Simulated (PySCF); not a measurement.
Species: CH3S (doublet state).
SMILES: `C[S]`

The geometry is computed with GFN2-xTB (gas phase). This method treats the open shell by occupation alone, without spin polarisation.

Masses are those of the commonest isotopes; rigid-rotor values at the optimised geometry. 

Task: What are A, B and C (cm⁻¹)?

Result: Ia = 3.20, Ib = 37.38, Ic = 37.38 u·Å²; 505379 MHz·u·Å²/I gives 158016, 13519 and 13518 MHz, that is A = 5.27084, B = 0.45093, C = 0.45093 cm⁻¹.

Task: Classify the top.

Result: A prolate symmetric top, as the point group C3v requires two equal moments: κ = (2 × 13519 − 158016 − 13518)/(158016 − 13518) = -1.00.

Task: Estimate the classical rotational partition function at 50 K, 200 K and 500 K.

Result: Point group C3v, symmetry number σ = 3; q = (√π/σ)·√((kT/h)³/(ABC)), k/h = 20836.6 MHz/K: 117 at 50 K, 935 at 200 K, 3700 at 500 K.

For this open shell read J as N, the rotation without spin; fine and hyperfine splittings come on top. GFN2-xTB frequencies: not computed here. These are rigid-rotor constants of the computed structure; measured ground-state constants (B0) also hold zero-point vibration.
